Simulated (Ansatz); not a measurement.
Harmonic frequencies (cm⁻¹) at PBE0-D4/def2-TZVP from Ansatz: 69, 99, 327, 728, 948, 955, 1336, 1475, 1477, 3033, 3102, 3110.

Task: Which molecule is it?
A. `[NH2][Na]`
B. `[CH3][Na]`
C. `C[S][Na]`
D. `C#[C][Na]`

Result: C.
